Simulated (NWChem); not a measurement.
chloromethane (CH$_{3}$Cl); SMILES CCl

Results from NWChem. Pople sets run with spherical d functions. B3LYP is NWChem's, with the RPA form of VWN correlation. Each level has its own optimisation; frequencies are unscaled.

| level | r C–Cl (Å) | r C–H (Å) | highest harmonic frequency (cm⁻¹) | lowest (cm⁻¹) | zero-point energy (kcal/mol) | dipole (D) |
|---|---|---|---|---|---|---|
| Hartree-Fock/STO-3G | 1.805 | 1.088 | 3769 | 936 | 28.0 | 2.34 |
| Hartree-Fock/3-21G | 1.892 | 1.074 | 3399 | 662 | 25.3 | 2.87 |
| Hartree-Fock/6-31G* | 1.785 | 1.078 | 3369 | 778 | 25.5 | 2.25 |
| B3LYP/6-31G* | 1.803 | 1.090 | 3195 | 720 | 23.9 | 2.08 |
| LDA (Slater exchange, VWN5)/def2-SVP | 1.766 | 1.108 | 3100 | 767 | 22.8 | 1.72 |
| PBE/def2-SVP | 1.790 | 1.106 | 3108 | 728 | 22.9 | 1.76 |
| BLYP/def2-SVP | 1.814 | 1.105 | 3087 | ? | 22.8 | 1.73 |
| PBE0/def2-SVP | 1.775 | 1.097 | 3207 | 765 | 23.7 | 1.87 |

Q: Complete the blanks.

A: 
- BLYP/def2-SVP, lowest (cm⁻¹): 689
